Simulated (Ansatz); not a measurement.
Total energies of C2H2ClFO, SMILES `O/C=C(/F)Cl`.

```xyz
7

O     0.961   -0.920    0.822
C    -0.177   -0.625    0.168
C    -0.454    0.528   -0.425
F    -1.603    0.747   -1.054
Cl    0.625    1.855   -0.453
H     1.549   -0.155    0.791
H    -0.902   -1.429    0.150
```

The species carries charge 0 and has multiplicity 1. The structure was optimised at the PBE0-D4/def2-TZVP level. It is one conformer, not always the lowest. Basis def2-TZVPP, the Gaussian-basis code of Ansatz.

RPA on PBE orbitals: Hartree–Fock energy of these orbitals -710.71361 Eh, correlation -1.53287 Eh (frozen core).

```json
{"functional": "ωB97X-V", "energy without D4 (Eh)": "-712.61394", "D4 term (kJ/mol)": "–"}
{"functional": "PBE-QIDH", "energy without D4 (Eh)": "-712.22652", "D4 term (kJ/mol)": "–"}
```

Task: Give the same for LDA (SPW92), PBE, revPBE, BLYP, r2SCAN, B97M-V, PBE0, B3LYP, r2SCANh, r2SCAN0, HSE06 (plane-wave form), BHLYP, CAM-B3LYP, LC-ωPBE, ωB97M-V, B2PLYP. (An estimate is asked.)

Result: The calculation gave: 
```csv
functional,energy without D4 (Eh),D4 term (kJ/mol)
LDA (SPW92),-709.41741,–
PBE,-712.31529,-13.2
revPBE,-712.60637,-45.0
BLYP,-712.71933,-30.0
r2SCAN,-712.61446,-3.1
B97M-V,-712.58816,–
PBE0,-712.35005,-11.0
B3LYP,-712.78093,-21.4
r2SCANh,-712.59745,-3.3
r2SCAN0,-712.57329,-3.6
HSE06 (plane-wave form),-712.33115,-10.1
BHLYP,-712.63960,-15.2
CAM-B3LYP,-712.69266,-11.0
LC-ωPBE,-712.48686,–
ωB97M-V,-712.67053,–
B2PLYP,-712.46709,–
```

B3LYP takes the VWN-RPA correlation (the form of Gaussian; ORCA's B3LYP/G). HSE06 is the plane-wave form, built on full-range PBE exchange. The double hybrids freeze the cores in their second-order part.

LC-ωPBE has ω = 0.4 bohr⁻¹.
